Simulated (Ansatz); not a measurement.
# C2H4O2: the cost of one run

Program: Ansatz 0.2.0 through its Python package. The levels of theory stand in the script. These are calculated values, not measurements.

### Step 1. The system

Bond lengths: O1–C2 1.417 Å, C2–C3 1.515 Å, C3–O4 1.229 Å, O1–H5 0.979 Å, C2–H6 1.093 Å, C2–H7 1.093 Å, C3–H8 1.103 Å. Angles: O1–C2–C3 112.3°, O1–C2–H6 109.0°, O1–C2–H7 108.7°, C3–C2–H6 108.6°, C3–C2–H7 108.8°, H6–C2–H7 109.4°, C2–O1–H5 106.5°, C2–C3–O4 122.7°, C2–C3–H8 115.7°, O4–C3–H8 121.6°.

No structure file is read: the coordinates are typed or built in the script.

### Step 2. The code

methods.py

```python
'''One geometry of C2H4O2, method by method.'''

from pathlib import Path

import ansatz
from ase import Atoms
import numpy as np

atoms = Atoms(['O', 'C', 'C', 'O', 'H', 'H', 'H', 'H'], positions=[
    [-1.4195, 0.0849, 0.5489],
    [-0.188, -0.5572, 0.2667],
    [0.8054, 0.3734, -0.3974],
    [0.5238, 1.526, -0.7178],
    [-1.3943, 0.9486, 0.0878],
    [-0.3731, -1.4038, -0.3994],
    [0.2421, -0.9195, 1.2039],
    [1.8036, -0.0525, -0.5927],
])
molecule = ansatz.Crystal.molecule_from_ase(atoms)

job = molecule.calculation().basis(gaussian='def2-SVP')

print('functional    E (Ha)        dipole (D)   HOMO (eV)  LUMO (eV)')
for name in ['blyp', 'revpbe', 'hf', 'pbe0', 'pbe', 'cam_b3lyp']:
    data = job.functional(name).forces().orbitals().run(threads=1, pin='off', runs_dir='runs').report
    lines = Path(data['orbitals_path']).read_text().splitlines()
    field_of = lambda key: [line.split('=')[1].strip() for line in lines if line.startswith(key)]
    orbitals = [(27.211386 * float(e), s, float(n)) for e, s, n in zip(field_of('Ene='), field_of('Spin='), field_of('Occup='))]
    homo = max(e for e, _, n in orbitals if n > 0.5)
    lumo = min(e for e, _, n in orbitals if n < 0.5)
    dipole = 4.803205 * np.linalg.norm(data['charge_distribution']['dipole_moment_e_ang'])
    print(f'{name:10s} {data["free_energy_ev"] / 27.211386246:14.6f} {dipole:9.3f} {homo:11.3f} {lumo:10.3f}')
```

### Step 3. What the engine is handed

The engine receives this input (first run):

```yaml
crystal:
  periodic: [false, false, false]
  atoms:
    - { symbol: O, position_ang: [-1.4195, 0.0849, 0.5489] }
    - { symbol: C, position_ang: [-0.188, -0.5572, 0.2667] }
    - { symbol: C, position_ang: [0.8054, 0.3734, -0.3974] }
    - { symbol: O, position_ang: [0.5238, 1.526, -0.7178] }
    - { symbol: H, position_ang: [-1.3943, 0.9486, 0.0878] }
    - { symbol: H, position_ang: [-0.3731, -1.4038, -0.3994] }
    - { symbol: H, position_ang: [0.2421, -0.9195, 1.2039] }
    - { symbol: H, position_ang: [1.8036, -0.0525, -0.5927] }
basis:
  gaussian:
    orbitals: def2-SVP
hamiltonian:
  xc: blyp
output:
  orbitals: {}
  forces: true
```

### Step 4. Launch

The run is started by

```console
> python methods.py
```

Q: Estimate wall time and peak memory on 1 thread of Intel Xeon Platinum 8488C (Sapphire Rapids), shared host.

About 8 s, with a peak of 0.22 GiB.
